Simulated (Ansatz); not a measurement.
# The cluster Si3Ge: geometry, orbitals and charge

What does the cluster Si3Ge look like as a singlet, and where do its frontier electrons sit?

Program: Ansatz 0.2.0, Gaussian basis. Level of theory: RKS PBE0-D4/def2-TZVP. These are calculated values, not measurements.

Levels to be run: relaxation at r2SCAN-D4/def2-SVP; a search for the lowest solution at PBE0-D4/def2-SVP; a single point at PBE0-D4/def2-TZVP.

## 1. The starting structure

4 atoms, charge 0, spin multiplicity 1.

Atoms are counted from 1 here; the program's logs count them from 0.

Bond lengths: Si1–Si2 2.327 Å, Si1–Ge4 2.339 Å, Si2–Si3 2.323 Å, Si3–Ge4 2.334 Å. Angles: Si2–Si1–Ge4 104.2°, Si1–Si2–Si3 66.3°, Si2–Si3–Ge4 104.5°, Si1–Ge4–Si3 65.9°.

The start is a GFN1-xTB geometry.

## 2. Relaxation at r2SCAN-D4/def2-SVP

in.yaml

```yaml
crystal:
  periodic: [false, false, false]
  atoms:
    - {symbol: Si, position_ang: [1.004940, 0.776410, 0.339810]}
    - {symbol: Si, position_ang: [-1.099080, 1.458870, -0.381270]}
    - {symbol: Si, position_ang: [-1.024150, -0.756710, 0.311670]}
    - {symbol: Ge, position_ang: [1.118300, -1.478570, -0.270220]}
basis:
  gaussian: {orbitals: def2-SVP}
hamiltonian: {xc: r2scan, dispersion: d4}
scf: {omitted_lower_state_checks: [starts]}
output: {orbitals: {seedname: orbitals}}
relax: {f_tol: 0.02, max_steps: 100}
```

Run with:

```sh
$ ansatz run in.yaml --threads 4 --pin off --events-out ev --progress --plain --max-ram 3916MiB
```

Output:

```text
Functional definition: r2SCAN
  name "r2SCAN"
  cite "Furness, Kaplan, Ning, Perdew & Sun, J. Phys. Chem. Lett. 11, 8208 (2020) doi:10.1021/acs.jpclett.0c02405"
  cite "Furness, Kaplan, Ning, Perdew & Sun, J. Phys. Chem. Lett. 11, 9248 (2020) doi:10.1021/acs.jpclett.0c03077"
  parent r2scan
  parameter k0 = 0.174
  parameter k1 = 0.065
  parameter a1 = 4.9479
  exchange = r2scan_x(k0 = k0, k1 = k1, a1 = a1)
  correlation = r2scan_c
these checks for a lower state are left out or cut short: starts
939 factors; their error is unknown
mean field evaluation 1: about -80131.3977 eV, gradient 1.8e1 eV
mean field evaluation 2: about -80130.9532 eV, gradient 2.0e1 eV
mean field evaluation 4: about -80132.3464 eV, gradient 3.0e0 eV
mean field evaluation 8: about -80132.3889 eV, gradient 1.0e-1 eV
mean field evaluation 16: about -80132.2733 eV, gradient 4.3e-5 eV
mean field -80132.27331328 eV, -2944.8067286575 hartree, gradient 4.3e-5 eV, S^2 0.000000; 0 other end points of the search recorded, 0 dependent functions left out
the calculation of the forces begins
reference -80132.27332133 eV, -2944.8067289531 hartree; 37, 37 occupied and 49, 49 virtual orbitals, 939 factors
relax step   1: F+E_penalty+E_count = -80132.32100116 eV  Δ(F+E_penalty+E_count) = +0.000e0 eV  max|allowed force component| = 7.738e-1 eV/Å  Δτ_max = 0.0000 Å  (27 SCF iters, accepted)
these checks for a lower state are left out or cut short: starts, cluster_reference, orbital_swaps, neighbouring_geometries, increment
939 factors; their error is unknown
mean field -80132.41827543 eV, -2944.8120559183 hartree, gradient 2.5e-5 eV, S^2 0.000000; 0 other end points of the search recorded, 0 dependent functions left out
the calculation of the forces begins
reference -80132.41828355 eV, -2944.8120562165 hartree; 37, 37 occupied and 49, 49 virtual orbitals, 939 factors
relax step   2: F+E_penalty+E_count = -80132.46571580 eV  Δ(F+E_penalty+E_count) = -1.447e-1 eV  max|allowed force component| = 2.854e-1 eV/Å  Δτ_max = 0.1304 Å  (35 SCF iters, accepted)
these checks for a lower state are left out or cut short: starts, cluster_reference, orbital_swaps, neighbouring_geometries, increment
939 factors; their error is unknown
mean field -80132.48717520 eV, -2944.8145879380 hartree, gradient 8.8e-5 eV, S^2 0.000000; 0 other end points of the search recorded, 0 dependent functions left out
the calculation of the forces begins
reference -80132.48718330 eV, -2944.8145882356 hartree; 37, 37 occupied and 49, 49 virtual orbitals, 939 factors
relax step   3: F+E_penalty+E_count = -80132.53448696 eV  Δ(F+E_penalty+E_count) = -6.877e-2 eV  max|allowed force component| = 1.458e-1 eV/Å  Δτ_max = 0.1266 Å  (32 SCF iters, accepted)
these checks for a lower state are left out or cut short: starts, cluster_reference, orbital_swaps, neighbouring_geometries, increment
939 factors; their error is unknown
mean field evaluation 32: about -80132.0102 eV, gradient 9.4e0 eV
mean field -80132.49687689 eV, -2944.8149444684 hartree, gradient 1.2e-5 eV, S^2 0.000000; 0 other end points of the search recorded, 0 dependent functions left out
the calculation of the forces begins
reference -80132.49688485 eV, -2944.8149447612 hartree; 37, 37 occupied and 49, 49 virtual orbitals, 939 factors
relax step   4: F+E_penalty+E_count = -80132.54424125 eV  Δ(F+E_penalty+E_count) = -9.754e-3 eV  max|allowed force component| = 5.583e-1 eV/Å  Δτ_max = 0.1922 Å  (35 SCF iters, accepted)
these checks for a lower state are left out or cut short: starts, cluster_reference, orbital_swaps, neighbouring_geometries, increment
939 factors; their error is unknown
mean field -80132.51666472 eV, -2944.8156716578 hartree, gradient 7.4e-6 eV, S^2 0.000000; 0 other end points of the search recorded, 0 dependent functions left out
the calculation of the forces begins
reference -80132.51667273 eV, -2944.8156719521 hartree; 37, 37 occupied and 49, 49 virtual orbitals, 939 factors
relax step   5: F+E_penalty+E_count = -80132.56391115 eV  Δ(F+E_penalty+E_count) = -1.967e-2 eV  max|allowed force component| = 1.127e-1 eV/Å  Δτ_max = 0.0513 Å  (32 SCF iters, accepted)
these checks for a lower state are left out or cut short: starts, cluster_reference, orbital_swaps, neighbouring_geometries, increment
939 factors; their error is unknown
mean field -80132.51820813 eV, -2944.8157283772 hartree, gradient 8.4e-5 eV, S^2 0.000000; 0 other end points of the search recorded, 0 dependent functions left out
the calculation of the forces begins
reference -80132.51821613 eV, -2944.8157286711 hartree; 37, 37 occupied and 49, 49 virtual orbitals, 939 factors
relax step   6: F+E_penalty+E_count = -80132.56547908 eV  Δ(F+E_penalty+E_count) = -1.568e-3 eV  max|allowed force component| = 1.827e-2 eV/Å  Δτ_max = 0.0111 Å  (28 SCF iters, accepted)
these checks for a lower state are left out or cut short: starts
939 factors; their error is unknown
mean field -80132.51820813 eV, -2944.8157283772 hartree, gradient 8.4e-5 eV, S^2 0.000000; 0 other end points of the search recorded, 0 dependent functions left out
the calculation of the forces begins
reference -80132.51821613 eV, -2944.8157286711 hartree; 37, 37 occupied and 49, 49 virtual orbitals, 939 factors
Total energy: -80132.56548708 eV, -2944.8174658466 hartree
Atom 0 at     0.950027     0.743682     0.008668 Å, force     0.018269     0.006872     0.002289 eV/Å
Atom 1 at    -1.205105     1.596335    -0.045637 Å, force    -0.004442     0.004537    -0.002138 eV/Å
Atom 2 at    -0.975164    -0.710625    -0.017463 Å, force    -0.010812    -0.014540     0.001895 eV/Å
Atom 3 at     1.230252    -1.629393     0.054422 Å, force    -0.003015     0.003131    -0.002047 eV/Å
Dipole moment:     0.085291    -0.112829     0.001513 e Å
Checks for a lower state left out: starts
```

It took 19 s on 4 threads of Arm Neoverse N1, shared host.

Step by step:

```tsv
step	energy from step 1 (eV)	largest force component (eV/Å)
1	0.0000	0.7738
2	-0.1447	0.2854
3	-0.2135	0.1458
4	-0.2232	0.5583
5	-0.2429	0.1127
6	-0.2445	0.0183
```

Close pairs (by a distance rule), those that changed most:

```tsv
bond	before (Å)	after (Å)	change (Å)
Si1–Si3	2.543	2.413	-0.130
Si3–Ge4	2.334	2.390	+0.056
Si1–Ge4	2.339	2.390	+0.051
Si1–Si2	2.327	2.318	-0.008
Si2–Si3	2.323	2.319	-0.004
```

Bonds by kind at the end (by distance):

```tsv
bond	count	shortest (Å)	longest (Å)
Si–Si	3	2.318	2.413
Ge–Si	2	2.390	2.390
```

## 3. Searching for the lowest solution, PBE0-D4/def2-SVP

start.molden holds the orbitals of an earlier run on this state, given as this run's starting guess.

in.yaml

```yaml
crystal:
  periodic: [false, false, false]
  atoms:
    - {symbol: Si, position_ang: [0.950027, 0.743682, 0.008668]}
    - {symbol: Si, position_ang: [-1.205105, 1.596335, -0.045637]}
    - {symbol: Si, position_ang: [-0.975164, -0.710625, -0.017463]}
    - {symbol: Ge, position_ang: [1.230252, -1.629393, 0.054422]}
basis:
  gaussian: {orbitals: def2-SVP, initial_orbitals: start.molden}
hamiltonian: {xc: pbe0, dispersion: d4}
output: {orbitals: {seedname: orbitals}}
```

Launched as before.

Output:

```text
Functional definition: PBE0
  name "PBE0"
  cite "Adamo & Barone, J. Chem. Phys. 110, 6158 (1999) doi:10.1063/1.478522"
  cite "Perdew, Burke & Ernzerhof, Phys. Rev. Lett. 77, 3865 (1996) doi:10.1103/PhysRevLett.77.3865"
  parent pbe
  parameter a = 0.25
  parameter kappa = 0.804
  parameter beta = 0.06672455060314922
  exchange = (1 - a)*pbe_x(kappa = kappa, mu = beta*pi^2/3) + a*exact_x
  correlation = pbe_c(beta = beta)
814 factors; integrals over basis functions are off by at most 1.2e-3 eV
mean field evaluation 1: about -80117.7800 eV, gradient 3.8e0 eV
mean field evaluation 2: about -80117.8168 eV, gradient 4.2e-2 eV
mean field evaluation 4: about -80117.8185 eV, gradient 4.3e-5 eV
mean field evaluation 8: about -80117.5146 eV, gradient 7.9e0 eV
mean field evaluation 16: about -80117.8185 eV, gradient 4.0e-3 eV
mean field -80117.81851269 eV, -2944.2755245335 hartree, gradient 6.6e-5 eV, S^2 0.000000; 1 other end points of the search recorded, 0 dependent functions left out
reference -80117.81853510 eV, -2944.2755253570 hartree; 37, 37 occupied and 49, 49 virtual orbitals, 814 factors
Total energy: -80118.03749709 eV, -2944.2835720618 hartree
```

Run time: 2.3 s. Hardware: 4 threads of Arm Neoverse N1, shared host.

Report: HOMO -6.44 eV, LUMO -3.74 eV.

## 4. Single point, PBE0-D4/def2-TZVP

in.yaml, as its differences from that of step 3:

```diff
@@ -8,4 +8,5 @@
 basis:
-  gaussian: {orbitals: def2-SVP, initial_orbitals: start.molden}
+  gaussian: {orbitals: def2-TZVP, initial_orbitals: start.molden}
 hamiltonian: {xc: pbe0, dispersion: d4}
+scf: {omitted_lower_state_checks: [starts]}
 output: {orbitals: {seedname: orbitals}}
```

The command is unchanged.

Output:

```text
Functional definition: PBE0
  name "PBE0"
  cite "Adamo & Barone, J. Chem. Phys. 110, 6158 (1999) doi:10.1063/1.478522"
  cite "Perdew, Burke & Ernzerhof, Phys. Rev. Lett. 77, 3865 (1996) doi:10.1103/PhysRevLett.77.3865"
  parent pbe
  parameter a = 0.25
  parameter kappa = 0.804
  parameter beta = 0.06672455060314922
  exchange = (1 - a)*pbe_x(kappa = kappa, mu = beta*pi^2/3) + a*exact_x
  correlation = pbe_c(beta = beta)
these checks for a lower state are left out or cut short: starts
1205 factors; their error is unknown
mean field evaluation 1: about -80130.8081 eV, gradient 1.5e2 eV
mean field evaluation 2: about -80132.6351 eV, gradient 2.7e0 eV
mean field evaluation 4: about -80133.0264 eV, gradient 1.6e-1 eV
mean field -80133.02639136 eV, -2944.8344037663 hartree, gradient 4.3e-5 eV, S^2 0.000000; 0 other end points of the search recorded, 0 dependent functions left out
reference -80133.02641501 eV, -2944.8344046355 hartree; 37, 37 occupied and 122, 122 virtual orbitals, 1205 factors
Total energy: -80133.24537700 eV, -2944.8424513403 hartree
Checks for a lower state left out: starts
```

Run time: 3.6 s. Hardware: 4 threads of Arm Neoverse N1, shared host.

From the report: HOMO -6.34 eV, LUMO -3.65 eV.

Mulliken charges, from this run's orbitals:

```tsv
atom	value (e)
Si1	-0.07
Si2	0.03
Si3	-0.07
Ge4	0.10
```

Largest Mayer bond orders: Si1–Si2 1.11; Si2–Si3 1.11; Si1–Ge4 1.04; Si3–Ge4 1.04; Si1–Si3 1.04; Si2–Ge4 0.42.

## 5. Results

| quantity | value |
| --- | --- |
| point group | C2v |
| commonest bond | Si–Si, 3 of mean length 2.350 Å |
| HOMO, LUMO at PBE0-D4/def2-TZVP | -6.34, -3.65 eV |
| dipole at r2SCAN-D4/def2-SVP | 0.68 D |

**Reading.** The molecule keeps its bonding pattern by the stored test; the atoms moved 0.36 Å (rms), and the angle Si2–Si1–Ge4 went from 104° to 118°. No usable vibrations, so a minimum isn't proven. Whether this spin is the lowest isn't tested here.
